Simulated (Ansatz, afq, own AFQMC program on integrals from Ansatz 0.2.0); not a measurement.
# CH₄ (singlet): quantum Monte Carlo beside coupled cluster at distance C1–H3 = 0.853 Å, 6-31G

An exercise on one series of results from a longer session: the logs are not shown, and one member is left open.

Program: Ansatz 0.2.0, Gaussian basis, and an in-house AFQMC program (afq) on its integrals; all values are calculated. Level of theory: 6-31G, frozen cores. These are calculated values, not measurements.

To be run: Full CI; PBE (unrestricted); r2SCAN (unrestricted); PBE0 (unrestricted); B3LYP (unrestricted); CCSD(T) on RHF; wB97M-V (unrestricted); B2PLYP (unrestricted); Full CI; CCSDT(Q) on RHF; CCSDTQ on RHF; Phaseless AFQMC, CISD trial on RHF; Phaseless AFQMC, CISD trial on RHF; UHF.

3 further runs of the same task are left out: 3 that didn't finish.

## The system

The geometry derives from a PBE0/def2-TZVP stationary point (not a proven minimum). One bond is set to the value named and the two fragments are kept rigid.

5 atoms, charge 0, spin multiplicity 1.

Atoms are counted from 1 here; the program's logs count them from 0.

Bond lengths: C1–H2 1.090 Å, C1–H3 0.853 Å, C1–H4 1.090 Å, C1–H5 1.090 Å. Angles: H2–C1–H3 109.5°, H2–C1–H4 109.5°, H2–C1–H5 109.5°, H3–C1–H4 109.5°, H3–C1–H5 109.5°, H4–C1–H5 109.5°.

Set-up of the first run:

Contents of in.yaml:

```yaml
crystal:
  periodic: [false, false, false]
  atoms:
    - {symbol: C, position_ang: [-0.008617, -0.008551, 0.008581]}
    - {symbol: H, position_ang: [0.619420, 0.621460, 0.637803]}
    - {symbol: H, position_ang: [-0.503046, -0.499184, 0.500951]}
    - {symbol: H, position_ang: [-0.635211, 0.619614, -0.623916]}
    - {symbol: H, position_ang: [0.621521, -0.639995, -0.617093]}
basis:
  gaussian: {orbitals: 6-31G}
correlation: {method: fci, electrons: outside_noble_gas}
```

Launch:

```bash
> ansatz run in.yaml --threads 1 --pin off --events-out ev --progress --plain --max-ram 16896MiB --backend cuda --devices 0, --max-vram 18GiB
```

Steps of the session up to this table: Full CI; PBE (unrestricted); r2SCAN (unrestricted); PBE0 (unrestricted); B3LYP (unrestricted); CCSD(T) on RHF; wB97M-V (unrestricted); B2PLYP (unrestricted); CCSDT(Q) on RHF; CCSDTQ on RHF; Phaseless AFQMC, CISD trial on RHF; Phaseless AFQMC, CISD trial on RHF (settings varied); UHF.

One table of the session follows, with a row left open; its other results are not shown here.

It belongs to the step «AFQMC on the ladder». On the RHF determinant, counted from full CI (exact for this spin and basis):

| level | from full CI (kJ/mol) |
| --- | --- |
| HF | +299.1 |
| MP2 | +52.1 |
| CCSD | +4.4 |
| CCSD(T) | +0.7 |
| CCSDT(Q) | 0.0 |
| CCSDTQ | 0.0 |
| full CI | 0.0 |
| Phaseless AFQMC, CISD trial, step 0.005, 4000 walkers | ? |

Estimate the missing values for Phaseless AFQMC, CISD trial, step 0.005, 4000 walkers.

As computed: from full CI (kJ/mol): +0.1. In the column «from full CI (kJ/mol)» it lies between full CI (0.0) and CCSD(T) (+0.7).

Caveats from the session: On RHF the phaseless walk with the CISD trial lies +0.1 kJ/mol from full CI, within three error bars.
